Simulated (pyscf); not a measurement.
One substitution at C on the doublet surface with elements of a group swapped. ωB97M-D3(BJ)/def2-TZVP, kJ/mol, from the separated reactants. Optimised with ωB97X-D3(BJ)/def2-SVP in PySCF.

| step | barrier | reaction energy | imaginary mode (i cm⁻¹) |
|---|---|---|---|
| H₃C–CH₃ + [H₃C–Al–CH₃]• -> H₃C–Al(CH₃)–CH₃ + CH₃• | [?] | [?] | 1219 |
| H₃C–CH₃ + [H₃C–In–CH₃]• → H₃C–In(CH₃)–CH₃ + CH₃• | 235.5 | +132.8 | 1064 |

Q: What belongs in the gaps?

A: 
- H₃C–CH₃ + [H₃C–Al–CH₃]• -> H₃C–Al(CH₃)–CH₃ + CH₃•, barrier: 190.3
- H₃C–CH₃ + [H₃C–Al–CH₃]• -> H₃C–Al(CH₃)–CH₃ + CH₃•, reaction energy: +42.9

Each row is the saddle that its search found. Elements past Kr carry the def2 core potentials, without spin-orbit coupling.
